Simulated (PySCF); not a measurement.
Relaxation of singlet SiH4

All numbers come from PySCF, PBE, basis Si def2-TZVP, H def2-TZVP (no relativity, density fitting). A (50,194) grid was used.

A hand-made square planar start, of D4h symmetry, held to at least that symmetry:

```xyz
5
charge 0 multiplicity 1, angstrom
Si    0.0000    0.0000    0.0000
H     1.4800    0.0000    0.0000
H     0.0000    1.4800    0.0000
H    -1.4800    0.0000    0.0000
H     0.0000   -1.4800    0.0000
```

Task: What forces act on the atoms at the start (eV/Å)?

Result: 
```tsv
atom	Fx	Fy	Fz
Si1	0.00	0.00	0.00
H2	1.18	0.00	0.00
H3	0.00	1.18	0.00
H4	-1.18	0.00	0.00
H5	0.00	-1.18	0.00
```

Task: What does it relax to?

Result: It ends at D4h with Si–H 1.552 Å (×4); H–Si–H 90.0° (×4), H–Si–H 180.0° (×2). No frequency check is given, so it may be a saddle point. Other isomers or separated fragments may lie lower.

Task: How much energy is released, and in how many steps?

Result: 15.7 kJ/mol in 3 steps.
